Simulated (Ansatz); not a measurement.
# BH3NS with multiplicity 2: rotation by 180° about the B2–S3 bond

Wanted: the energy profile along the rotation by 180° about the B2–S3 bond, from relaxed end points and a band of images. SMILES of the start: N[B]S.

Method: UKS B3LYP/def2-SVP, in Ansatz 0.2.0.

## 1. The starting structure

Bond lengths: N1–B2 1.466 Å, B2–S3 1.857 Å, N1–H4 1.015 Å, N1–H5 1.037 Å, S3–H6 1.426 Å. Angles: N1–B2–S3 119.8°, B2–N1–H4 109.7°, B2–N1–H5 112.0°, H4–N1–H5 103.2°, B2–S3–H6 92.8°.

Coordinates:

```xyz
6

N    -0.8209    0.3250   -0.6495
B    -0.3643   -0.6469    0.3491
S     0.6929   -0.0841    1.7678
H    -1.3365   -0.1536   -1.3807
H    -0.0296    0.7569   -1.1626
H     1.9004   -0.2613    1.0297
```

## 2. Relaxing end A

Input file input.yaml:

```yaml
crystal:
  periodic: [false, false, false]
  atoms:
    - { symbol: "N", position_ang: [-0.8209, 0.325, -0.6495] }
    - { symbol: B, position_ang: [-0.3643, -0.6469, 0.3491] }
    - { symbol: S, position_ang: [0.6929, -0.0841, 1.7678] }
    - { symbol: H, position_ang: [-1.3365, -0.1536, -1.3807] }
    - { symbol: H, position_ang: [-0.0296, 0.7569, -1.1626] }
    - { symbol: H, position_ang: [1.9004, -0.2613, 1.0297] }
magnetization:
  spin_polarized: true
  initial_magnetization: 1
basis:
  gaussian: { orbitals: def2-SVP }
hamiltonian:
  xc: b3lyp
relax:
  f_tol: 0.015
  max_steps: 40
output:
  orbitals: {}
```

The run is started by

```
$ ansatz run input.yaml --threads 1 --pin off --max-ram 2048MiB --backend cpu --events-out ev --progress --plain --runs-dir out
```

The program printed, cut to the lines that bear on the results:

```text
Warning: RAYON_NUM_THREADS=1 ignored (pool sized by the plan → 1); use --threads N
[...]
Functional definition: B3LYP
[...]
666 factors; integrals over basis functions are off by at most 2.3e-4 eV
[...]
mean field -13045.13233903 eV, -479.3997711512 hartree, gradient 3.4e-6 eV, S^2 0.752621; 0 other end points of the search recorded, 0 dependent functions left out
[...]
reference -13045.13254113 eV, -479.3997785779 hartree; 16, 15 occupied and 45, 46 virtual orbitals, 666 factors
relax step   1: F+E_penalty+E_count = -13045.13233903 eV  Δ(F+E_penalty+E_count) = +0.000e0 eV  max|allowed force component| = 2.104e0 eV/Å  Δτ_max = 0.0000 Å  (32 SCF iters, accepted)
[...]
relax step   3: F+E_penalty+E_count = -13045.76468701 eV  Δ(F+E_penalty+E_count) = -3.146e-1 eV  max|allowed force component| = 1.130e0 eV/Å  Δτ_max = 0.1998 Å  (32 SCF iters, accepted)
[...]
relax step   5: F+E_penalty+E_count = -13045.90583737 eV  Δ(F+E_penalty+E_count) = +4.857e-2 eV  max|allowed force component| = 1.314e0 eV/Å  Δτ_max = 0.1952 Å  (36 SCF iters, rejected (line search))
[...]
relax step   7: F+E_penalty+E_count = -13046.01088859 eV  Δ(F+E_penalty+E_count) = -2.327e-2 eV  max|allowed force component| = 1.608e-1 eV/Å  Δτ_max = 0.1000 Å  (31 SCF iters, accepted)
[...]
relax step   9: F+E_penalty+E_count = -13046.01704259 eV  Δ(F+E_penalty+E_count) = -7.537e-5 eV  max|allowed force component| = 2.577e-2 eV/Å  Δτ_max = 0.0115 Å  (26 SCF iters, accepted)
[...]
relax step  10: F+E_penalty+E_count = -13046.01713109 eV  Δ(F+E_penalty+E_count) = -8.850e-5 eV  max|allowed force component| = 1.130e-3 eV/Å  Δτ_max = 0.0069 Å  (25 SCF iters, accepted)
666 factors; integrals over basis functions are off by at most 3.3e-4 eV
[...]
mean field -13046.01713109 eV, -479.4322866597 hartree, gradient 2.2e-5 eV, S^2 0.752731; 1 other end points of the search recorded, 0 dependent functions left out
[...]
reference -13046.01733098 eV, -479.4322940055 hartree; 16, 15 occupied and 45, 46 virtual orbitals, 666 factors
Total energy: -13046.01733098 eV, -479.4322940055 hartree
Atom 0 at    -0.627125     0.085482    -0.759128 Å, force     0.000111    -0.000114    -0.000758 eV/Å
Atom 1 at    -0.540467    -0.445580     0.517653 Å, force     0.000304    -0.000386     0.001130 eV/Å
Atom 2 at     0.786429    -0.483384     1.720426 Å, force    -0.000109    -0.000029    -0.000033 eV/Å
Atom 3 at    -1.467843     0.021062    -1.322037 Å, force     0.000118     0.000799    -0.000915 eV/Å
Atom 4 at     0.133701     0.575020    -1.228300 Å, force    -0.000548    -0.000635     0.001023 eV/Å
Atom 5 at     1.757305     0.183400     1.025187 Å, force     0.000125     0.000365    -0.000447 eV/Å
Dipole moment:     0.076334     0.281693    -0.574756 e Å
```

Run time: 23 s. Hardware: 1 thread of Arm Neoverse V2, shared host; peak memory 0.14 GiB.

Step by step:

```
step  energy from step 1 (eV)  largest force component (eV/Å)
   1                   0.0000                          2.1044
   2                  -0.3178                          2.1457
   3                  -0.6323                          1.1296
   4                  -0.8221                          0.1746
  5x                  -0.7735                          1.3136
   6                  -0.8553                          0.3733
   7                  -0.8785                          0.1608
   8                  -0.8846                          0.0291
   9                  -0.8847                          0.0258
  10                  -0.8848                          0.0011
```

Step 1 is the start. 1 step was tried and not accepted (marked x).

After: Bond lengths: N1–B2 1.386 Å, B2–S3 1.791 Å, N1–H4 1.014 Å, N1–H5 1.019 Å, S3–H6 1.368 Å. Angles: N1–B2–S3 132.3°, B2–N1–H4 122.6°, B2–N1–H5 124.2°, H4–N1–H5 113.2°, B2–S3–H6 100.0°.

## 3. End point B

The second end starts from a geometry with the move made by hand.

Edit input.yaml of step 2 so:

```diff
@@ -8,3 +8,3 @@
     - { symbol: H, position_ang: [-0.0296, 0.7569, -1.1626] }
-    - { symbol: H, position_ang: [1.9004, -0.2613, 1.0297] }
+    - { symbol: H, position_ang: [-0.43505, 0.13545, 2.61266] }
 magnetization:
@@ -19,3 +19 @@
   max_steps: 40
-output:
-  orbitals: {}
```

The run is started by

```
$ ansatz run input.yaml --threads 1 --pin off --max-ram 2048MiB --backend cpu --events-out ev --progress --plain --runs-dir out
```

The program printed, cut to the lines that bear on the results:

```text
Warning: RAYON_NUM_THREADS=1 ignored (pool sized by the plan → 1); use --threads N
[...]
Functional definition: B3LYP
[...]
665 factors; integrals over basis functions are off by at most 2.3e-4 eV
[...]
mean field -13045.14242728 eV, -479.4001418875 hartree, gradient 7.0e-5 eV, S^2 0.752487; 0 other end points of the search recorded, 0 dependent functions left out
[...]
reference -13045.14263264 eV, -479.4001494343 hartree; 16, 15 occupied and 45, 46 virtual orbitals, 665 factors
relax step   1: F+E_penalty+E_count = -13045.14242728 eV  Δ(F+E_penalty+E_count) = +0.000e0 eV  max|allowed force component| = 2.058e0 eV/Å  Δτ_max = 0.0000 Å  (29 SCF iters, accepted)
[...]
relax step   3: F+E_penalty+E_count = -13045.75253363 eV  Δ(F+E_penalty+E_count) = -2.485e-1 eV  max|allowed force component| = 1.338e0 eV/Å  Δτ_max = 0.1797 Å  (32 SCF iters, accepted)
[...]
665 factors; integrals over basis functions are off by at most 3.8e-4 eV
mean field -13046.04929387 eV, -479.4334686198 hartree, gradient 1.9e-5 eV, S^2 0.752457; 1 other end points of the search recorded, 0 dependent functions left out
[...]
reference -13046.04950002 eV, -479.4334761959 hartree; 16, 15 occupied and 45, 46 virtual orbitals, 665 factors
Total energy: -13046.04950002 eV, -479.4334761959 hartree
Atom 0 at    -0.656279     0.115985    -0.832829 Å, force    -0.001170    -0.000723     0.003690 eV/Å
Atom 1 at    -0.702703    -0.213819     0.513937 Å, force     0.002222     0.000034     0.002989 eV/Å
Atom 2 at     0.480665     0.285521     1.788223 Å, force    -0.001200    -0.000209    -0.001166 eV/Å
Atom 3 at    -1.358794    -0.202681    -1.490121 Å, force     0.000485     0.001492    -0.004958 eV/Å
Atom 4 at     0.065428     0.690005    -1.265053 Å, force    -0.000728    -0.000449    -0.002391 eV/Å
Atom 5 at    -0.121767    -0.342261     2.822603 Å, force     0.000391    -0.000144     0.001836 eV/Å
Dipole moment:    -0.058384     0.040188    -0.353560 e Å
```

Run time: 21 s. Hardware: 1 thread of Arm Neoverse V2, shared host; peak memory 0.22 GiB.

Relaxation path:

```csv
step,energy from step 1 (eV),largest force component (eV/Å)
1,0.0000,2.0585
2,-0.3616,1.8484
3,-0.6101,1.3378
4,-0.7954,0.6837
5,-0.8984,0.2882
6,-0.9048,0.1157
7,-0.9062,0.0551
8,-0.9067,0.0212
9,-0.9069,0.0050
```

Step 1 is the start.

After: Bond lengths: N1–B2 1.387 Å, B2–S3 1.809 Å, N1–H4 1.013 Å, N1–H5 1.018 Å, S3–H6 1.352 Å. Angles: N1–B2–S3 126.6°, B2–N1–H4 122.1°, B2–N1–H5 124.7°, H4–N1–H5 113.2°, B2–S3–H6 96.9°.

## 4. The band

crystal.atoms is end A as relaxed above, and neb.final_atoms is end B, turned to lie on A. With 5 inner images the band has 7 in all. The start path is listed, through a guess of the saddle.

Input file input.yaml:

```yaml
crystal:
  periodic: [false, false, false]
  atoms:
    - { symbol: "N", position_ang: [-0.627125, 0.085482, -0.759128] }
    - { symbol: B, position_ang: [-0.540467, -0.44558, 0.517653] }
    - { symbol: S, position_ang: [0.786429, -0.483384, 1.720426] }
    - { symbol: H, position_ang: [-1.467843, 0.021062, -1.322037] }
    - { symbol: H, position_ang: [0.133701, 0.57502, -1.2283] }
    - { symbol: H, position_ang: [1.757305, 0.1834, 1.025187] }
magnetization:
  spin_polarized: true
  initial_magnetization: 1
basis:
  gaussian: { orbitals: def2-SVP }
hamiltonian:
  xc: b3lyp
neb:
  order_check: false
  images: 5
  f_tol: 0.05
  max_iterations: 60
  final_atoms:
    - { symbol: "N", position_ang: [-0.68926226, 0.11612771, -0.88161427] }
    - { symbol: B, position_ang: [-0.2037737, -0.25301259, 0.36447595] }
    - { symbol: S, position_ang: [1.45183684, 0.07336775, 1.01711266] }
    - { symbol: H, position_ang: [-1.63305749, -0.10313383, -1.17873892] }
    - { symbol: H, position_ang: [-0.15604437, 0.6245926, -1.58469298] }
    - { symbol: H, position_ang: [1.27230098, -0.52194163, 2.21725855] }
  initial_path:
    images:
      - { positions_ang: [[-0.627125, 0.085482, -0.759128], [-0.540467, -0.44558, 0.517653], [0.786429, -0.483384, 1.720426], [-1.467843, 0.021062, -1.322037], [0.133701, 0.57502, -1.2283], [1.757305, 0.1834, 1.025187]] }
      - { positions_ang: [[-0.61060475, 0.17234296, -0.72055091], [-0.55028284, -0.49751579, 0.50369448], [0.81318835, -0.53169881, 1.69747823], [-1.44555125, 0.07786078, -1.28662839], [0.15720775, 0.44176423, -1.25333213], [1.67804274, 0.27324663, 1.01313972]] }
      - { positions_ang: [[-0.59408451, 0.25920393, -0.68197382], [-0.56009868, -0.54945159, 0.48973595], [0.8399477, -0.58001362, 1.67453046], [-1.4232595, 0.13465956, -1.25121977], [0.18071449, 0.30850846, -1.27836425], [1.59878049, 0.36309326, 1.00109243]] }
      - { positions_ang: [[-0.57756426, 0.34606489, -0.64339673], [-0.56991451, -0.60138738, 0.47577743], [0.86670705, -0.62832843, 1.65158269], [-1.40096775, 0.19145834, -1.21581116], [0.20422124, 0.1752527, -1.30339638], [1.51951823, 0.45293989, 0.98904515]] }
      - { positions_ang: [[-0.61479693, 0.26941916, -0.72280258], [-0.44786758, -0.48526245, 0.43867694], [1.06175032, -0.39442971, 1.44009268], [-1.47833099, 0.09326095, -1.20345375], [0.0841327, 0.32503266, -1.39716191], [1.43711248, 0.12797938, 1.39844962]] }
      - { positions_ang: [[-0.65202959, 0.19277343, -0.80220842], [-0.32582064, -0.36913752, 0.40157644], [1.25679358, -0.16053098, 1.22860267], [-1.55569424, -0.00493644, -1.19109633], [-0.03595583, 0.47481263, -1.49092744], [1.35470673, -0.19698112, 1.80785408]] }
      - { positions_ang: [[-0.68926226, 0.11612771, -0.88161427], [-0.2037737, -0.25301259, 0.36447595], [1.45183684, 0.07336775, 1.01711266], [-1.63305749, -0.10313383, -1.17873892], [-0.15604437, 0.6245926, -1.58469298], [1.27230098, -0.52194163, 2.21725855]] }
```

The run is started by

```
$ ansatz run input.yaml --threads 1 --pin off --max-ram 2048MiB --backend cpu --events-out ev --progress --plain --runs-dir out
```

The program printed, cut to the lines that bear on the results:

```text
Warning: RAYON_NUM_THREADS=1 ignored (pool sized by the plan → 1); use --threads N
[...]
Functional definition: B3LYP
[...]
661 factors; integrals over basis functions are off by at most 3.0e-4 eV
[...]
mean field -13046.01712604 eV, -479.4322864738 hartree, gradient 6.2e-5 eV, S^2 0.752731; 0 other end points of the search recorded, 0 dependent functions left out
[...]
reference -13046.01732787 eV, -479.4322938909 hartree; 16, 15 occupied and 45, 46 virtual orbitals, 661 factors
661 factors; integrals over basis functions are off by at most 2.9e-4 eV
[...]
mean field -13046.04928243 eV, -479.4334681994 hartree, gradient 2.2e-5 eV, S^2 0.752457; 0 other end points of the search recorded, 0 dependent functions left out
[...]
reference -13046.04948777 eV, -479.4334757457 hartree; 16, 15 occupied and 45, 46 virtual orbitals, 661 factors
[...]
NEB iter  13: max|band force component| = 5.262e-2 eV/Å  barrier→ = 0.2693 eV  barrier← = 0.3014 eV  CI = image 3  Δτ_max = 0.0065 Å  (128 SCF iters)
[...]
NEB iter  14: max|band force component| = 2.788e-2 eV/Å  barrier→ = 0.2692 eV  barrier← = 0.3014 eV  CI = image 3  Δτ_max = 0.0000 Å  (269 SCF iters)
Total energy: -13045.74810571 eV, -479.4224001591 hartree
Atom 0 at    -0.645849     0.068050    -0.793251 Å, force    -0.003676    -0.001042    -0.014298 eV/Å
Atom 1 at    -0.491895    -0.265106     0.536898 Å, force     0.003687    -0.005239     0.007843 eV/Å
Atom 2 at     1.101020    -0.768833     1.335800 Å, force    -0.000587     0.009601     0.000713 eV/Å
Atom 3 at    -1.540212     0.331430    -1.194623 Å, force     0.000178     0.003452     0.003434 eV/Å
Atom 4 at     0.120193     0.059742    -1.467519 Å, force     0.001832    -0.000223     0.003859 eV/Å
Atom 5 at     1.498743     0.510717     1.536496 Å, force    -0.001433    -0.006550    -0.001551 eV/Å
Dipole moment:    -0.014711     0.308718    -0.532251 e Å
this run last wrote the band of iteration 14 to <dir>
```

Wall time 2.4 min (1 thread of Arm Neoverse V2, shared host); peak memory 0.22 GiB.

## 5. Images and barrier

The 5 inner images lie between the fixed ends 0 and 6. Energy is taken from image 0, and the path length is the program's own coordinate along the band.

| image | path (Å) | energy (eV) | dihedral N1–B2–S3–H6 (°) | band force (eV/Å) |
| --- | --- | --- | --- | --- |
| 0 | 0.000 | 0.0000 | 0 | - |
| 1 | 0.393 | 0.0438 | 19 | 0.002 |
| 2 | 0.786 | 0.1793 | 49 | 0.004 |
| 3* | 1.179 | 0.2692 | 84 | 0.015 |
| 4 | 1.651 | 0.1722 | 121 | 0.028 |
| 5 | 2.123 | 0.0241 | 152 | 0.017 |
| 6 | 2.595 | -0.0322 | 180 | - |

The star marks the climbing image.

image, energy (eV) and a bar:
```
        0      0.000 ###
        1      0.044 ########
        2      0.179 #####################
        3      0.269 ##############################
        4      0.172 ####################
        5      0.024 ######
        6     -0.032
```

The top of the band by iteration:

| iteration | highest image above image 0 (eV) | largest band force (eV/Å) |
| --- | --- | --- |
| 1 | 40.9718 | 167.298 |
| 3 | 8.0356 | 37.835 |
| 5 | 1.1430 | 9.698 |
| 7 | 0.8490 | 5.373 |
| 9 | 0.2672 | 0.963 |
| 11 | 0.2651 | 0.268 |
| 13 | 0.2693 | 0.053 |
| 14 | 0.2692 | 0.028 |

Positions of all images (Å):

```xyz
6
image=0 dE=0.0000
N    -0.627    0.085   -0.759
B    -0.540   -0.446    0.518
S     0.786   -0.483    1.720
H    -1.468    0.021   -1.322
H     0.134    0.575   -1.228
H     1.757    0.183    1.025
6
image=1 dE=0.0438
N    -0.626    0.089   -0.765
B    -0.525   -0.459    0.504
S     0.852   -0.604    1.649
H    -1.512    0.173   -1.252
H     0.170    0.380   -1.330
H     1.683    0.356    1.147
6
image=2 dE=0.1793
N    -0.630    0.095   -0.775
B    -0.519   -0.396    0.515
S     0.969   -0.716    1.516
H    -1.528    0.281   -1.209
H     0.157    0.197   -1.415
H     1.594    0.475    1.322
6
image=3 dE=0.2692
N    -0.646    0.068   -0.793
B    -0.492   -0.265    0.537
S     1.101   -0.769    1.336
H    -1.540    0.331   -1.195
H     0.120    0.060   -1.468
H     1.499    0.511    1.536
6
image=4 dE=0.1722
N    -0.678    0.062   -0.830
B    -0.375   -0.265    0.477
S     1.322   -0.677    1.050
H    -1.619    0.244   -1.160
H     0.046    0.235   -1.526
H     1.346    0.336    1.945
6
image=5 dE=0.0241
N    -0.689    0.087   -0.866
B    -0.247   -0.312    0.384
S     1.492   -0.294    0.911
H    -1.654    0.008   -1.167
H    -0.095    0.577   -1.532
H     1.234   -0.129    2.225
6
image=6 dE=-0.0322
N    -0.689    0.116   -0.882
B    -0.204   -0.253    0.364
S     1.452    0.073    1.017
H    -1.633   -0.103   -1.179
H    -0.156    0.625   -1.585
H     1.272   -0.522    2.217
```

## 6. Vibrations at the top

The geometry is the highest inner image of the first converged band.

Input file input.yaml:

```yaml
crystal:
  periodic: [false, false, false]
  atoms:
    - { symbol: "N", position_ang: [-0.645849, 0.06805, -0.793251] }
    - { symbol: B, position_ang: [-0.491895, -0.265106, 0.536898] }
    - { symbol: S, position_ang: [1.10102, -0.768833, 1.3358] }
    - { symbol: H, position_ang: [-1.540212, 0.33143, -1.194623] }
    - { symbol: H, position_ang: [0.120193, 0.059742, -1.467519] }
    - { symbol: H, position_ang: [1.498743, 0.510717, 1.536496] }
magnetization:
  spin_polarized: true
  initial_magnetization: 1
basis:
  gaussian: { orbitals: def2-SVP }
hamiltonian:
  xc: b3lyp
phonons: {}
```

The run is started by

```
$ ansatz run input.yaml --threads 1 --pin off --max-ram 2048MiB --backend cpu --events-out ev --progress --plain --runs-dir out
```

The program printed, cut to the lines that bear on the results:

```text
Warning: RAYON_NUM_THREADS=1 ignored (pool sized by the plan → 1); use --threads N
[...]
Functional definition: B3LYP
[...]
664 factors; integrals over basis functions are off by at most 4.4e-4 eV
[...]
mean field -13045.74789382 eV, -479.4223923723 hartree, gradient 4.1e-5 eV, S^2 0.752978; 0 other end points of the search recorded, 0 dependent functions left out
[...]
reference -13045.74809732 eV, -479.4223998510 hartree; 16, 15 occupied and 45, 46 virtual orbitals, 664 factors
[...]
664 factors; integrals over basis functions are off by at most 4.4e-4 eV
mean field -13045.74767536 eV, -479.4223843440 hartree, gradient 9.2e-7 eV, S^2 0.752978; 0 other end points of the search recorded, 0 dependent functions left out
[...]
reference -13045.74787905 eV, -479.4223918296 hartree; 16, 15 occupied and 45, 46 virtual orbitals, 664 factors
[...]
664 factors; integrals over basis functions are off by at most 4.4e-4 eV
[...]
reference -13045.74804012 eV, -479.4223977488 hartree; 16, 15 occupied and 45, 46 virtual orbitals, 664 factors
[...]
664 factors; integrals over basis functions are off by at most 4.4e-4 eV
mean field -13045.74778886 eV, -479.4223885150 hartree, gradient 1.9e-6 eV, S^2 0.752979; 0 other end points of the search recorded, 0 dependent functions left out
[...]
reference -13045.74799231 eV, -479.4223959919 hartree; 16, 15 occupied and 45, 46 virtual orbitals, 664 factors
[...]
664 factors; integrals over basis functions are off by at most 4.4e-4 eV
mean field -13045.74787874 eV, -479.4223918182 hartree, gradient 1.4e-6 eV, S^2 0.752978; 0 other end points of the search recorded, 0 dependent functions left out
[...]
reference -13045.74808228 eV, -479.4223992981 hartree; 16, 15 occupied and 45, 46 virtual orbitals, 664 factors
[...]
664 factors; integrals over basis functions are off by at most 4.4e-4 eV
mean field -13045.74787568 eV, -479.4223917059 hartree, gradient 1.2e-6 eV, S^2 0.752978; 0 other end points of the search recorded, 0 dependent functions left out
[...]
```

## 7. The log goes on: vibrations at the highest image of the band

The log, continued, cut to the lines that bear on the results:

```text
reference -13045.74807916 eV, -479.4223991834 hartree; 16, 15 occupied and 45, 46 virtual orbitals, 664 factors
[...]
664 factors; integrals over basis functions are off by at most 4.4e-4 eV
[...]
mean field -13045.74778021 eV, -479.4223881973 hartree, gradient 1.9e-6 eV, S^2 0.752977; 0 other end points of the search recorded, 0 dependent functions left out
[...]
reference -13045.74798360 eV, -479.4223956718 hartree; 16, 15 occupied and 45, 46 virtual orbitals, 664 factors
[...]
664 factors; integrals over basis functions are off by at most 4.4e-4 eV
mean field -13045.74778036 eV, -479.4223882029 hartree, gradient 1.8e-6 eV, S^2 0.752979; 0 other end points of the search recorded, 0 dependent functions left out
[...]
reference -13045.74798399 eV, -479.4223956860 hartree; 16, 15 occupied and 45, 46 virtual orbitals, 664 factors
[...]
664 factors; integrals over basis functions are off by at most 4.4e-4 eV
[...]
reference -13045.74809857 eV, -479.4223998969 hartree; 16, 15 occupied and 45, 46 virtual orbitals, 664 factors
WARN: phonons: modes at or below zero, which the zero-point energy, F, S and C_V leave out: 1, the lowest at -356.70 cm⁻¹. A minimum has none, and a first-order saddle one
Total energy: -13045.74809732 eV, -479.4223998510 hartree
Atom 0 at    -0.645849     0.068050    -0.793251 Å, force    -0.003678    -0.001094    -0.014287 eV/Å
Atom 1 at    -0.491895    -0.265106     0.536898 Å, force     0.003650    -0.005211     0.007860 eV/Å
Atom 2 at     1.101020    -0.768833     1.335800 Å, force    -0.000587     0.009655     0.000604 eV/Å
Atom 3 at    -1.540212     0.331430    -1.194623 Å, force     0.000155     0.003472     0.003429 eV/Å
Atom 4 at     0.120193     0.059742    -1.467519 Å, force     0.001861    -0.000255     0.003850 eV/Å
Atom 5 at     1.498743     0.510717     1.536496 Å, force    -0.001400    -0.006567    -0.001456 eV/Å
Dipole moment:    -0.014714     0.308717    -0.532249 e Å
Vibrations: -356.70 316.05 524.36 596.06 643.51 766.93 968.59 1360.59 1569.24 2656.34 3493.44 3631.84 cm⁻¹, zero-point energy 1.024540 eV
```

Run time: 43 s. Hardware: 1 thread of Arm Neoverse V2, shared host; peak memory 0.22 GiB.

Of 12 modes, 1 is imaginary by more than 30 cm⁻¹ (357i cm⁻¹).

## 8. Summary of results

| quantity | value |
| --- | --- |
| end A | 8 moves, 0.885 eV lower |
| end B | 8 moves, 0.907 eV lower |
| barrier forwards | 0.27 eV |
| barrier backwards | 0.30 eV |
| second end relative to first | -0.032 eV |
| highest image | 3 of 0 to 6, climbing |
| band iterations | 14 |
| imaginary modes at the top | 357i cm⁻¹ |

**Reading.** The barrier from the first end is 0.27 eV, 10 times kT at 300 K; with a typical attempt rate of 10^13 per second that is roughly 10^8 events a second. Going back costs 0.30 eV, since the second end is 0.032 eV below the first. The listed dihedral goes from 0° at end A through 84° at the highest image to 180° at end B. One imaginary mode, as a first-order saddle point has. These are electronic energies, with no zero-point or thermal terms.
